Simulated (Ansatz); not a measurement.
White tin (β-Sn), treated with r²SCAN+rVV10 (PAW; Ansatz, a quantum-chemistry and plane-wave program).

Run with plane-wave cutoff 500 eV, 26×26×26 k mesh, Fermi–Dirac smearing 0.1 eV, scalar-relativistic PAW data made under PBE.

Computed at the level's own relaxed cell.

**Question.** Predict the equilibrium volume per atom, lattice constant a and c axis length.

**Answer.** 
equilibrium volume per atom: 27.14 Å³/atom
lattice constant a: 5.853 Å
c axis length: 3.169 Å

Measured, for comparison: lattice constant a 5.831 Å, lattice parameter c 3.181 Å (293 K, no zero-point or thermal correction; as tabulated in Wikipedia's data pages). Computed (rounded) less measured: lattice constant a +0.4 %, lattice parameter c -0.4 %. A static lattice is as a rule a little smaller and stiffer than an uncorrected measurement, which narrows the difference in the lattice parameter c and would widen misses of the other sign.

Spin–orbit coupling is not included.

The computed numbers hold no vibrational or temperature effects.

Cost on a shared machine: about 13 core-minutes (a rough figure).
